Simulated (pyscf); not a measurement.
Four-centre exchange: F–Si(SiH₃)(SiH₃)–SiH₃ + ammonia (NH₃) → H₂N–SiH₂–Si(F)(SiH₃)–SiH₃ + hydrogen (H₂)

Gas phase, singlet surface, charge 0. Bonds broken: Si3–H6, N15–H16. Bonds formed: Si3–N15, H6–H16. Single points on ωB97X-D3(BJ)/def2-SVP structures (PySCF, gas phase).

Transition state (Å):

```xyz
18

F      1.7507     1.5656     1.0651
Si     0.3757     0.8832     0.4049
Si     0.4703    -1.3924     1.1006
Si     0.6055     1.0598    -1.9137
Si    -1.4676     2.1498     1.0683
H      1.1427    -3.0996     1.5522
H      0.0024    -1.3323     2.5102
H     -0.3722    -2.0786     0.0822
H      1.7755     0.2412    -2.3687
H     -0.6201     0.5088    -2.5687
H      0.8127     2.4631    -2.3787
H     -2.6807     1.5483     0.4336
H     -1.6408     2.1178     2.5512
H     -1.3546     3.5717     0.6269
N      2.3544    -1.3794     0.9244
H      2.0976    -2.4824     1.3714
H      2.6932    -1.4153    -0.0403
H      2.8444    -0.6303     1.4236
```

One imaginary mode, 1525i cm⁻¹; descent along it reached the two sides named, in the forms told below.

```
bond     change  reactant side (Å)  saddle  product side
-------  ------  -----------------  ------  ------------
Si3–H6   breaks              1.490   1.890           3.9
N15–H16  breaks              1.020   1.217           2.6
Si3–N15   forms                2.9   1.892         1.742
H6–H16    forms                3.1   1.151         0.762
```

Electronic energies relative to the separated reactants (eV):

```csv
level,barrier,reaction energy,reverse barrier
ωB97X-D3(BJ)/def2-TZVP,1.84,-0.23,2.07
PBE/def2-TZVP,1.63,-0.09,1.72
r²SCAN/def2-TZVP,1.70,-0.18,1.88
B3LYP-D3(BJ)/def2-TZVP,1.82,-0.20,2.02
PBE0-D3(BJ)/def2-TZVP,1.68,-0.15,1.83
M06-2X/def2-TZVP,1.84,-0.30,2.14
ωB97M-D3(BJ)/def2-TZVP,1.82,-0.19,2.01
HF/def2-TZVP,2.74,0.00,2.74
```

With ωB97M-D3(BJ)/def2-TZVP energies and thermal terms (ideal gas, 1 atm, RRHO with modes under 100 cm⁻¹ raised to 100, one conformer, R ln 2 for chiral ones without a mode under 150 cm⁻¹), in eV:

| T (K) | ΔH‡ | ΔG‡ | ΔH | ΔG |
|---|---|---|---|---|
| 298 | 1.73 | 2.20 | -0.31 | -0.22 |
| 600 | 1.74 | 2.68 | -0.26 | -0.14 |
| 900 | 1.77 | 3.15 | -0.21 | -0.09 |
| 1200 | 1.81 | 3.60 | -0.18 | -0.05 |

On the reactant side the descent ends in a complex (not fully relaxed), 0.27 eV under the separated species and 2.11 eV under the saddle at ωB97X-D3(BJ)/def2-TZVP. At the saddle there is also a short H–Si contact that neither side keeps. This is the saddle that the search found; another between the same sides may lie lower.
